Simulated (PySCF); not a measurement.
Chlorine: a sound run and one with changed settings

Sound run: Cl [Ne] 3s2 3p5, Cl⁺ [Ne] 3s2 3p4. All numbers are calculated (PySCF 2.14, no relativity, point nucleus, in aug-cc-pV(D+d)Z (5s4p3d, 32 functions)). The sound run starts from symmetry-adapted Hartree-Fock orbitals and uses a fine grid where one is needed.

A second run was set up differently.

| species | method | sound run (hartree) | changed run (hartree) | converged |
| --- | --- | --- | --- | --- |
| Cl | UHF | -459.47306 | -459.47306 | yes |
| Cl | B3LYP | -460.16159 | -459.03757 | yes |
| Cl | M06-2X | -460.12305 | -459.69905 | yes |
| Cl⁺ | UHF | -459.03842 | -459.03842 | yes |
| Cl⁺ | B3LYP | -459.68018 | -458.51854 | yes |
| Cl⁺ | M06-2X | -459.64481 | -459.23161 | yes |

Ionisation energy of Cl:

| method | sound run (eV) | changed run (eV) |
| --- | --- | --- |
| UHF | 11.827 | 11.827 |
| B3LYP | 13.100 | 14.124 |
| M06-2X | 13.014 | 12.720 |

(1) What was changed?
A. too few SCF iterations
B. radial grid too coarse
C. minimal basis
D. a valence shell is frozen

Answers

(1) B. It used radial step 1.2 in ln r (0.13 in the sound run). A coarse radial grid mis-integrates the density and the exchange-correlation energy, with errors of either sign; Hartree-Fock needs no grid.
